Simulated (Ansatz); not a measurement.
Computed with B3LYP-D3(BJ)/def2-TZVP run with Ansatz (a first-principles code). No frequencies were computed at this level.

Ansatz 0.2 input:
```yaml
crystal:
  periodic: [false, false, false]
  atoms:
    - { symbol: Si, position_ang: [0.000055, -0.003668, 0.238699] }
    - { symbol: H, position_ang: [-0.171111, 1.39944, -0.076431] }
    - { symbol: H, position_ang: [-1.133103, -0.848097, -0.081286] }
    - { symbol: H, position_ang: [1.30416, -0.547675, -0.080983] }
basis:
  gaussian: { orbitals: def2-tzvp }
hamiltonian:
  xc: b3lyp
  dispersion: d3bj
relax:
  max_steps: 150
magnetization:
  spin_polarized: true
  initial_magnetization: 1
```

Output:

```
Functional definition: B3LYP
393 factors; their error is unknown
mean field evaluation 1: about -7925.1142 eV, gradient 7.5e0 eV
mean field evaluation 2: about -7925.4979 eV, gradient 3.1e0 eV
mean field evaluation 4: about -7925.5625 eV, gradient 1.1e-1 eV
mean field evaluation 8: about -7925.5884 eV, gradient 9.5e-3 eV
mean field -7925.58835799 eV, -291.2599999995 hartree, gradient 1.5e-5 eV, S^2 0.752504; 0 other end points of the search recorded, 0 dependent functions left out
reference -7925.58856082 eV, -291.2600074534 hartree; 9, 8 occupied and 46, 47 virtual orbitals, 393 factors
relax step   1: F+E_penalty+E_count = -7925.65709935 eV  Δ(F+E_penalty+E_count) = +0.000e0 eV  max|allowed force component| = 9.113e-1 eV/Å  Δτ_max = 0.0000 Å  (22 SCF iters, accepted)
these checks for a lower state are left out or cut short: starts, cluster_reference, orbital_swaps, neighbouring_geometries, increment
393 factors; their error is unknown
mean field evaluation 16: about -7925.6300 eV, gradient 6.8e-2 eV
mean field -7925.65506415 eV, -291.2624514057 hartree, gradient 2.2e-5 eV, S^2 0.751912; 0 other end points of the search recorded, 0 dependent functions left out
reference -7925.65526681 eV, -291.2624588530 hartree; 9, 8 occupied and 46, 47 virtual orbitals, 393 factors
relax step   2: F+E_penalty+E_count = -7925.72396080 eV  Δ(F+E_penalty+E_count) = -6.686e-2 eV  max|allowed force component| = 1.546e-1 eV/Å  Δτ_max = 0.0986 Å  (26 SCF iters, accepted)
these checks for a lower state are left out or cut short: starts, cluster_reference, orbital_swaps, neighbouring_geometries, increment
393 factors; their error is unknown
mean field -7925.65715198 eV, -291.2625281318 hartree, gradient 5.0e-5 eV, S^2 0.751909; 0 other end points of the search recorded, 0 dependent functions left out
reference -7925.65735503 eV, -291.2625355939 hartree; 9, 8 occupied and 46, 47 virtual orbitals, 393 factors
relax step   3: F+E_penalty+E_count = -7925.72601224 eV  Δ(F+E_penalty+E_count) = -2.051e-3 eV  max|allowed force component| = 2.653e-2 eV/Å  Δτ_max = 0.0103 Å  (24 SCF iters, accepted)
these checks for a lower state are left out or cut short: starts, cluster_reference, orbital_swaps, neighbouring_geometries, increment
393 factors; their error is unknown
mean field evaluation 32: about -7925.6572 eV, gradient 1.7e-5 eV
mean field -7925.65716615 eV, -291.2625286526 hartree, gradient 1.7e-5 eV, S^2 0.751888; 0 other end points of the search recorded, 0 dependent functions left out
reference -7925.65736908 eV, -291.2625361100 hartree; 9, 8 occupied and 46, 47 virtual orbitals, 393 factors
relax step   4: F+E_penalty+E_count = -7925.72604457 eV  Δ(F+E_penalty+E_count) = -3.233e-5 eV  max|allowed force component| = 3.217e-2 eV/Å  Δτ_max = 0.0050 Å  (21 SCF iters, accepted)
these checks for a lower state are left out or cut short: starts, cluster_reference, orbital_swaps, neighbouring_geometries, increment
393 factors; their error is unknown
mean field -7925.65722895 eV, -291.2625309606 hartree, gradient 1.7e-5 eV, S^2 0.751900; 0 other end points of the search recorded, 0 dependent functions left out
reference -7925.65743190 eV, -291.2625384189 hartree; 9, 8 occupied and 46, 47 virtual orbitals, 393 factors
relax step   5: F+E_penalty+E_count = -7925.72610154 eV  Δ(F+E_penalty+E_count) = -5.697e-5 eV  max|allowed force component| = 5.257e-4 eV/Å  Δτ_max = 0.0029 Å  (20 SCF iters, accepted)
393 factors; their error is unknown
mean field -7925.65722895 eV, -291.2625309606 hartree, gradient 1.8e-5 eV, S^2 0.751900; 1 other end points of the search recorded, 0 dependent functions left out
reference -7925.65743190 eV, -291.2625384189 hartree; 9, 8 occupied and 46, 47 virtual orbitals, 393 factors
Total energy: -7925.72630449 eV, -291.2650694397 hartree
Atom 0 at     0.000054    -0.000928     0.341225 Å, force    -0.000005     0.000057     0.000508 eV/Å
Atom 1 at    -0.172049     1.401045    -0.109926 Å, force    -0.000064     0.000526    -0.000155 eV/Å
Atom 2 at    -1.127086    -0.849043    -0.115865 Å, force    -0.000445    -0.000352    -0.000177 eV/Å
Atom 3 at     1.299083    -0.551074    -0.115434 Å, force     0.000514    -0.000231    -0.000176 eV/Å
Dipole moment:     0.000003    -0.000049     0.017110 e Å
```

Cost: very roughly 2.5 core-seconds.
